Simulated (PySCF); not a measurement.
# Vibration and rotation of NaP⁻

UHF-CCSD(T) constants of NaP⁻, ⁴Σ⁻ (quartet), unpaired electrons σ ↑, π ↑↑ (basis Na aug-cc-pVDZ-DK, P aug-cc-pVDZ-DK; spin-free X2C with a Gaussian nucleus; PySCF 2.14; masses 22.9898 and 30.9738 u):

```
ωe              : 196.5 cm⁻¹
ωexe            : 1.15 cm⁻¹
Be              : 0.15425 cm⁻¹
αe              : 0.00145 cm⁻¹
D (centrifugal) : 3.8e-07 cm⁻¹
```

Task: Give the vibrational terms G(v) and spacings up to v = 6.

Result: G(v) = ωe(v+½) − ωexe(v+½)².

```json
{"v": "0", "G(v) (cm⁻¹)": "98", "G(v) − G(v−1)": "", "Bv (cm⁻¹)": "0.1535"}
{"v": "1", "G(v) (cm⁻¹)": "292", "G(v) − G(v−1)": "194", "Bv (cm⁻¹)": "0.1521"}
{"v": "2", "G(v) (cm⁻¹)": "484", "G(v) − G(v−1)": "192", "Bv (cm⁻¹)": "0.1506"}
{"v": "3", "G(v) (cm⁻¹)": "674", "G(v) − G(v−1)": "190", "Bv (cm⁻¹)": "0.1492"}
{"v": "4", "G(v) (cm⁻¹)": "861", "G(v) − G(v−1)": "187", "Bv (cm⁻¹)": "0.1477"}
{"v": "5", "G(v) (cm⁻¹)": "1046", "G(v) − G(v−1)": "185", "Bv (cm⁻¹)": "0.1463"}
{"v": "6", "G(v) (cm⁻¹)": "1229", "G(v) − G(v−1)": "183", "Bv (cm⁻¹)": "0.1448"}
```

Correlated steps freeze 6 core orbitals. The state is the lowest determinant that a PBE0 search found; another state may lie lower at other levels.
